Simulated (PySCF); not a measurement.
Saddle point of SiH₂ClF, closed shell (SiHF ([F][SiH]) + HCl → SiHCl ([SiH][Cl]) + HF; bonds formed: Si1–Cl5, F2–H3; bonds broken: Si1–F2, H3–Cl5), PBE0-D4/def2-TZVP structure:

```
5
angstrom
Si -0.5134 -0.9468 0.3597
F 0.9535 -0.5123 -0.6551
H 0.8886 0.5398 -0.0559
H -1.4536 -0.3382 -0.6719
Cl 0.1248 1.2574 1.0233
```

Energies are electronic, without zero-point energy. Barriers and step energies count from the start structure reached by relaxing down the imaginary mode; all methods use the PBE0-D4 structures, on which another method's saddle can fall below an end. Computed with PySCF 2.14 with density fitting (its default auxiliary sets; JK sets also for MP2 and CCSD(T)) (basis: def2-TZVPP, with def2-QZVPP for the basis limit); correlated methods freeze the cores. B3LYP uses VWN-RPA correlation. Extrapolation: Hartree–Fock as exp(−7.88 √X), correlation as X^−2.97.

```json
{"method": "SPW92", "barrier (kcal/mol)": "?", "step energy (kcal/mol)": "1.63"}
{"method": "PBE-D4", "barrier (kcal/mol)": "6.94", "step energy (kcal/mol)": "2.80"}
{"method": "r2SCAN-D4", "barrier (kcal/mol)": "9.18", "step energy (kcal/mol)": "4.09"}
{"method": "PBE0-D4", "barrier (kcal/mol)": "9.71", "step energy (kcal/mol)": "3.13"}
{"method": "B3LYP-D4", "barrier (kcal/mol)": "12.47", "step energy (kcal/mol)": "5.23"}
{"method": "BHLYP-D4", "barrier (kcal/mol)": "15.82", "step energy (kcal/mol)": "5.72"}
{"method": "wB97M-V", "barrier (kcal/mol)": "?", "step energy (kcal/mol)": "4.27"}
{"method": "HF", "barrier (kcal/mol)": "24.38", "step energy (kcal/mol)": "7.65"}
{"method": "MP2", "barrier (kcal/mol)": "?", "step energy (kcal/mol)": "4.44"}
{"method": "CCSD", "barrier (kcal/mol)": "16.25", "step energy (kcal/mol)": "5.97"}
{"method": "CCSD(T)", "barrier (kcal/mol)": "14.11", "step energy (kcal/mol)": "5.36"}
```

Task: Fill in the withheld barriers. (An estimate is asked for; the value comes from the calculation.)

Result: By the calculation: MP2 12.13; SPW92 1.63; wB97M-V 12.21 kcal/mol. Each is the energy of the saddle less that of the start structure, by the same method.

For comparison, the barrier by CCSD(T) at an estimated basis limit (MP2 extrapolated from triple and quadruple zeta, plus CCSD(T) − MP2 in triple zeta) is 13.42 kcal/mol.

T1 diagnostic: at most 0.013.

Labels in which every atom is bracketed show which atoms are joined, not bond orders.

For scale, one of the runs: CCSD(T)/def2-TZVPP, 143 basis functions, launched by `OMP_NUM_THREADS=4 python run.py`. The run took 46 s on 4 CPU threads of an AMD EPYC 7B13 (shared host), with 0.88 GiB of host memory at its peak.
